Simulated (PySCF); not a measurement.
First SCF of a structure search on singlet SiF₂, at a hand-made linear geometry. PySCF input:

```python
from pyscf import gto, scf, dft
mol = gto.M(atom='''
Si     0.000000     0.000000     0.000000
F      0.000000     0.000000     1.800000
F      0.000000     0.000000    -1.800000''',
    basis={'Si': 'def2-TZVP', 'F': 'def2-TZVP'},
    charge=0, spin=0)
mf = dft.RKS(mol, xc='B3LYP')
mf.grids.atom_grid = (50, 194)
aux = {'Si': 'def2-universal-JKFIT', 'F': 'def2-universal-JKFIT'}
mf = mf.density_fit(auxbasis=aux)
mf.conv_tol = 1e-08
mf.diis_space = 10
mf.max_cycle = 60
mf.init_guess = 'minao'
mf.verbose = 4
mf.kernel()
```

Excerpt of the output (cycles and frontier levels):

```
init E= -489.181733247969
  HOMO = -0.278201570750397  LUMO = -0.102802352662827  gap/eV = 4.77286
cycle= 1 E= -489.1431455492  delta_E= 0.0386  |g|= 0.972  |ddm|= 1.43
  HOMO = -0.194572832726789  LUMO = -0.10841100868594  gap/eV = 2.34458
cycle= 2 E= -487.738963860013  delta_E=  1.4  |g|= 2.97  |ddm|= 1.76
  HOMO = -0.291051869216837  LUMO = -0.118447232161265  gap/eV = 4.69681
cycle= 3 E= -489.316207792133  delta_E= -1.58  |g|= 0.0434  |ddm|= 1.33
  HOMO = -0.294659394490225  LUMO = -0.12319107589066  gap/eV = 4.66589
cycle= 4 E= -489.316571697655  delta_E= -0.000364  |g|= 0.0306  |ddm|= 0.106
  HOMO = -0.292949220797347  LUMO = -0.119984921227637  gap/eV = 4.70660
cycle= 5 E= -489.316758631437  delta_E= -0.000187  |g|= 0.00373  |ddm|= 0.0221
  HOMO = -0.293341396663614  LUMO = -0.120178232096046  gap/eV = 4.71201
cycle= 6 E= -489.316760863727  delta_E= -2.23e-06  |g|= 0.00043  |ddm|= 0.00264
  HOMO = -0.293296469144941  LUMO = -0.120125874134509  gap/eV = 4.71221
cycle= 7 E= -489.316760897985  delta_E= -3.43e-08  |g|= 5.72e-05  |ddm|= 0.000414
  HOMO = -0.293303107161918  LUMO = -0.120132821721976  gap/eV = 4.71220
cycle= 8 E= -489.316760898278  delta_E= -2.93e-10  |g|= 2.16e-05  |ddm|= 8.8e-05
  HOMO = -0.293299767068632  LUMO = -0.120132056569309  gap/eV = 4.71213
Extra cycle  E= -489.316760898065  delta_E= 2.13e-10  |g|= 4.29e-05  |ddm|= 2.69e-05
converged SCF energy = -489.316760898065
```

No lower solution of this spin was found from smeared starts or by a stability analysis within the restricted form, which does not test spin polarisation.

The search for the lowest solution, 3 starts and the stability check together, took 6.3 s on 2 threads of a shared Arm Neoverse V2 host, with 99 basis functions; the process peaked at 0.37 GiB.
